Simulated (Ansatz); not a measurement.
```yaml
crystal:
  periodic: [false, false, false]
  atoms:
    - {symbol: Pt, position_ang: [-0.174330, 0.000680, -0.000324]}
    - {symbol: N, position_ang: [2.048036, -0.007992, 0.003809]}
    - {symbol: H, position_ang: [2.643624, 0.811326, 0.002371]}
    - {symbol: H, position_ang: [2.637202, -0.831933, 0.007451]}
basis:
  gaussian: {orbitals: def2-TZVP}
magnetization: {spin_polarized: true, initial_magnetization: 3}
hamiltonian: {xc: pbe0}
relax: {f_tol: 0.004, max_steps: 80}
```

```sh
$ ansatz run in.yaml --threads 1 --pin off --events-out ev --progress --plain --max-ram 2176MiB
```

Steps of the relaxation (energy above the last step; positions in Å, forces in eV/Å):

```
4
step 1, 358.1 meV
Pt   -0.174    0.001    0.000    2.039   -0.008    0.004
N     2.048   -0.008    0.004   -1.963    0.008   -0.004
H     2.644    0.811    0.002   -0.037    0.237   -0.001
H     2.637   -0.832    0.007   -0.039   -0.237    0.001
```

```
4
step 2, 0.8 meV
Pt    0.019    0.000    0.000    0.089    0.000    0.000
N     1.988   -0.008    0.004    0.031    0.000    0.000
H     2.577    0.820    0.002   -0.060    0.033    0.000
H     2.570   -0.840    0.007   -0.060   -0.033    0.000
```

```
4
step 3, 0.2 meV
Pt    0.027    0.000    0.000   -0.050    0.000    0.000
N     1.988   -0.008    0.004    0.109    0.000    0.000
H     2.573    0.823    0.002   -0.029    0.009    0.000
H     2.567   -0.843    0.007   -0.029   -0.009    0.000
```

```
4
step 4, 0.7 meV
Pt    0.028    0.000    0.000    0.015    0.000    0.000
N     1.993   -0.008    0.004   -0.223    0.001    0.000
H     2.570    0.823    0.002    0.104    0.117    0.000
H     2.563   -0.843    0.007    0.104   -0.118    0.001
```

```
4
step 5, 0.0 meV
Pt    0.026    0.000    0.000    0.002    0.000    0.000
N     1.991   -0.008    0.004   -0.002    0.000    0.000
H     2.572    0.825    0.002    0.000   -0.003    0.000
H     2.566   -0.845    0.007    0.000    0.003    0.000
```

Close pairs at the end: N2–H4 1.015 Å, N2–H3 1.015 Å, Pt1–N2 1.964 Å.

A stationary point of unrestricted PBE0 after 5 steps, with ⟨S²⟩ = 3.760 against 3.75 for a pure state; no frequencies were run, so it isn't proven a minimum. 30 s on 1 thread of Intel Xeon Platinum 8488C, shared host.
